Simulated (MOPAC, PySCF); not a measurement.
C₂H₂O, SMILES `C=C=O`, neutral singlet in the gas phase. 

Cartesian coordinates (Å):
SMILES: C=C=O
```xyz
5

C     -0.5409    -0.0009     0.0853
C      0.7637     0.0013     0.0056
O      1.9179     0.0032    -0.0650
H     -1.0752    -0.9365     0.0126
H     -1.0655     0.9330     0.2228
```
Charge 0, spin multiplicity 1.

All levels are single points at this geometry (PBE0-D3(BJ)/def2-TZVPD); Pople sets use spherical d functions. Orbital energies aren't observables, and empty levels follow the basis.

```
level                            HOMO (eV)  LUMO (eV)  gap (eV)  dipole (D)  vertical IE, Delta-SCF (eV)
-------------------------------  ---------  ---------  --------  ----------  ---------------------------
PBE-D3(BJ)/def2-TZVPD in PySCF       -5.89      -2.10      3.79        1.38                            –
PBE0-D3(BJ)/def2-TZVPD in PySCF      -7.14      -0.95      6.19        1.48                            –
B3LYP/3-21G in PySCF                 -6.40      -0.77      5.63        1.30                            –
B3LYP/6-31G* in PySCF                -6.51      -0.83      5.67        1.40                         9.57
BP86/6-31G* in PySCF                 -5.56      -1.82      3.74        1.31                            –
M06-2X/6-31G* in PySCF               -8.02       0.52      8.54        1.46                            –
PBE/6-31G* in PySCF                  -5.44      -1.72      3.73        1.28                         9.49
SVWN5/6-31G* in PySCF                -5.59      -1.91      3.68        1.37                         9.78
HF/3-21G in PySCF                    -9.71       3.76     13.47        1.73                            –
HF/6-31G* in PySCF                   -9.80       3.79     13.59        1.74                         8.47
HF/STO-3G in PySCF                   -7.42       7.30     14.72        0.68                            –
AM1 in MOPAC                         -9.50       0.52     10.02        0.96                            –
PM7 in MOPAC                         -9.87       0.20     10.07        0.63                            –
```
